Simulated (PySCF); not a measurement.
Bond stretch in SMILES O=C=S (COS). The C2–S3 bond (C2 also carries O; S3 carries nothing else) is varied alone, starting from the PBE0/def2-TZVP optimised geometry.

- UKS-CAM-B3LYP = unrestricted CAM-B3LYP/cc-pVDZ in PySCF
- RMP2 = MP2 on RHF/cc-pVDZ, 7 core orbitals frozen in PySCF
- UKS-B3LYP/3-21G = PySCF with unrestricted B3LYP/3-21G
- UMP2 = MP2 on UHF/cc-pVDZ, 7 core orbitals frozen in PySCF

Energies are in kJ/mol, each relative to the lowest point of its own curve near equilibrium.

```
R / Å  UKS-CAM-B3LYP   RMP2  UKS-B3LYP/3-21G   UMP2
-----  -------------  -----  ---------------  -----
1.17           866.7  921.1            941.1  921.1
1.25           468.3  505.5            529.6  505.5
1.32           247.8  272.9            297.0  272.9
1.41            85.4   98.5            118.2   98.5
1.47            30.1   37.3             51.7   37.3
1.51            10.2   14.3             24.5   14.3
1.56             0.0    1.1              5.2    1.1
1.59             0.1    0.0              0.0    0.0
1.66            13.9   12.3              2.0   12.3
1.73            40.8   39.8             18.1   39.8
1.82            85.9   88.2             51.0   88.2
1.92           141.0  149.1             95.3  149.1
2.11           238.9  256.8            180.7  270.1
2.34           315.5  345.9            261.1  350.2
2.57           334.0  396.7            288.9  358.7
2.80           336.4  425.6            297.6  354.4
3.10           336.5  446.3            304.0  349.7
3.39           337.2  457.1            308.7  348.2
3.81           338.6  464.9            313.3  348.2
4.22           339.6  468.4            315.5  348.9
4.71           340.3  470.4            316.5  349.5
5.40           340.6  471.5            316.8  350.0
```

At the longest distance, 5.40 Å, RMP2 lies highest above its minimum (471.5 kJ/mol) and UKS-B3LYP/3-21G lowest (316.8 kJ/mol).

The unrestricted determinant behind UKS-CAM-B3LYP, UKS-B3LYP/3-21G is spin-contaminated at 2.34 to 5.40 Å (<S²> up to 1.0, against 0.00 for a pure singlet). The restricted form behind RMP2 keeps the bonding electrons paired and can't separate into open-shell fragments. The unrestricted solution behind UKS-B3LYP/3-21G changes between 2.34 and 2.57 Å, which can leave a kink. The unrestricted determinant behind UMP2 is spin-contaminated at 2.11 to 5.40 Å (<S²> up to 1.0, against 0.00 for a pure singlet).
